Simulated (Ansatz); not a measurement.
# CH3AlCl radical: small, medium and large basis sets

One table from this session's results is given with a row withheld; the runs are named, their logs left out.

Computed with Ansatz 0.2.0, Gaussian basis. Level: one geometry, several basis sets.

Levels to be run: PBE0-D4/def2-SVP; ωB97M-V/def2-SVP; PBE0-D4/def2-QZVPP; ωB97M-V/def2-QZVPP; the functionals' def2-TZVPP values are taken from earlier runs.

## Structure used throughout

The geometry comes from an earlier relaxation with PBE0-D4 in a triple-zeta def2 set; it is a stationary point.

SMILES `[CH3][Al][Cl]`, 6 atoms, charge 0, spin multiplicity 2.

Atoms are counted from 1 here; the program's logs count them from 0.

Bond lengths: C1–Al2 1.965 Å, C1–H4 1.093 Å, C1–H5 1.094 Å, C1–H6 1.094 Å, Al2–Cl3 2.122 Å. Angles: Al2–C1–H4 110.2°, Al2–C1–H5 110.4°, Al2–C1–H6 110.4°, H4–C1–H5 109.1°, H4–C1–H6 109.1°, H5–C1–H6 107.5°, C1–Al2–Cl3 117.4°.

Geometry (Å):

```xyz
6
CH3AlCl
C    -0.44143    0.44903   -0.28725
Al    0.12309   -1.35295    0.25455
Cl    2.02857   -1.54627    1.16876
H     0.33529    1.17726   -0.04139
H    -1.36815    0.72779    0.22208
H    -0.63517    0.48104   -1.36305
```

Set-up of the first run:

File in.yaml:

```yaml
crystal:
  periodic: [false, false, false]
  atoms:
    - {symbol: C, position_ang: [-0.441433, 0.449028, -0.287250]}
    - {symbol: Al, position_ang: [0.123095, -1.352949, 0.254546]}
    - {symbol: Cl, position_ang: [2.028573, -1.546268, 1.168764]}
    - {symbol: H, position_ang: [0.335286, 1.177257, -0.041390]}
    - {symbol: H, position_ang: [-1.368153, 0.727787, 0.222081]}
    - {symbol: H, position_ang: [-0.635168, 0.481042, -1.363050]}
basis:
  gaussian: {orbitals: def2-SVP}
magnetization: {spin_polarized: true, initial_magnetization: 1}
hamiltonian: {xc: pbe0, dispersion: d4}
output: {orbitals: {seedname: orbitals}}
```

Among the steps run: PBE0-D4 in def2-SVP; ωB97M-V in def2-SVP; PBE0-D4 in def2-QZVPP; ωB97M-V in def2-QZVPP.

One of the session's tables, all rows but one given; the rest of the session is left out.

| functional | basis | HOMO (eV) | LUMO (eV) |
| --- | --- | --- | --- |
| PBE0-D4 | def2-SVP | ? | ? |
| PBE0-D4 | def2-TZVPP | -5.75 | -2.42 |
| PBE0-D4 | def2-QZVPP | -5.78 | -2.46 |
| ωB97M-V | def2-SVP | -7.31 | -0.95 |
| ωB97M-V | def2-TZVPP | -7.39 | -0.97 |
| ωB97M-V | def2-QZVPP | -7.45 | -1.07 |

Q: Estimate the row for PBE0-D4, def2-SVP from the others.

**Answer.** HOMO (eV): -5.68; LUMO (eV): -2.39. In the column «HOMO (eV)» it is the highest.
